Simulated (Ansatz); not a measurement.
C2H3Al⁺, that is AlH2(CCH) with one electron fewer. The state is a doublet with charge 1. Geometry PBE-D4/def2-TZVP, that of the neutral singlet.

```csv
atom,x (Å),y (Å),z (Å)
Al1,-0.734,-0.780,0.715
H2,-2.112,-0.223,1.279
H3,-0.227,-2.259,1.002
C4,0.356,0.376,-0.348
C5,1.053,1.117,-1.026
H6,1.664,1.769,-1.622
```

(1) Estimate the α-spin orbital energies around the gap (eV) in Ansatz with PBE-D4/def2-TZVP, r2SCAN-D4/def2-TZVP, PBE0-D4/def2-TZVP.

## Answers

(1) 
```csv
orbital,PBE-D4/def2-TZVP,r2SCAN-D4/def2-TZVP,PBE0-D4/def2-TZVP
HOMO−5,-19.69,-20.49,-21.92
HOMO−4,-17.47,-17.87,-19.21
HOMO−3,-15.04,-15.40,-16.40
HOMO−2,-14.48,-14.96,-16.09
HOMO−1,-13.84,-14.22,-15.31
HOMO,-13.72,-14.11,-15.06
LUMO,-8.38,-8.06,-7.51
LUMO+1,-7.37,-7.32,-6.59
LUMO+2,-5.77,-5.36,-4.80
LUMO+3,-5.57,-4.96,-4.50
LUMO+4,-4.78,-4.07,-3.84
LUMO+5,-3.11,-2.19,-2.40
β HOMO,-13.57,-13.69,-14.30
β LUMO,-12.89,-12.79,-12.27
```
